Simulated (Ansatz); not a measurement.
Basis-set series for AlFH₃P (`[F][AlH][PH2]`). The species carries charge 0 and has multiplicity 1. All single points use the PBE0-D4/def2-TZVP geometry. It is one conformer, not always the lowest.

Cartesian coordinates in Å:
```
F -1.928 -0.960 0.541
Al -0.484 -0.775 -0.238
P 1.085 0.606 0.752
H -0.259 -1.624 -1.549
H 1.471 1.138 -0.509
H 0.115 1.614 1.003
```

```
functional       basis  functions  energy (Eh)  HOMO (eV)  LUMO (eV)
   PBE0-D4  def2-TZVPP        157   -685.23074      -7.61      -1.26
   PBE0-D4  def2-QZVPP        287   -685.25528      -7.62      -1.30
   ωB97M-V  def2-TZVPP        157   -685.50037      -9.64       0.38
   ωB97M-V  def2-QZVPP        287   -685.52372      -9.66       0.20
```

(1) Give the rows for def2-SVP. (Best estimate.)

Answers

(1) Ansatz gave: 
```csv
functional,basis,functions,energy (Eh),HOMO (eV),LUMO (eV)
PBE0-D4,def2-SVP,65,-684.89677,-7.55,-1.14
ωB97M-V,def2-SVP,65,-685.16373,-9.54,0.59
```

Positive LUMOs are unbound and depend on the basis.
